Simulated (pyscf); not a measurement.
`[CH3][GeH3]` + `[CH3]` [doublet] -> `[CH3][GeH2]` [doublet] + `[CH4]`, a hydrogen abstraction (doublet surface; Ge–H broken, C–H formed). Single points on ωB97X-D3(BJ)/def2-SVP structures (PySCF, gas phase). Energies in kcal/mol from the separated reactants.

Small-basis levels: PySCF, no dispersion term, spherical d functions. AM1 to PM7: differences of heats of formation from MOPAC. Open shells are spin-unrestricted. 

| level | barrier | reaction energy |
|---|---|---|
| HF/6-31G*+LANL2DZ | 14.4 | -19.5 |
| MP2/6-31G*+LANL2DZ | 8.7 | -28.4 |
| PBE/6-31G*+LANL2DZ | -0.7 | -28.1 |
| B3LYP/STO-3G | 3.4 | -13.9 |
| B3LYP/3-21G | 0.1 | -25.1 |
| AM1 | -0.6 | -30.4 |
| PM3 | -4.6 | -30.5 |
| ωB97M-D3(BJ)/def2-TZVP | 5.4 | -23.3 |

Against the last row the barrier runs from -10.1 (PM3) to +8.9 kcal/mol (HF/6-31G*+LANL2DZ). At PBE/6-31G*+LANL2DZ, AM1, PM3 this geometry lies under one side, so the entry may be no barrier of that level: it is a single point on another level's saddle. ωB97M-D3(BJ)/def2-TZVP has limits of its own. This is the saddle that the search found; another between the same sides may lie lower. The angle at the transferred H is 178°. In the def2 sets elements up to Kr have no core potential.
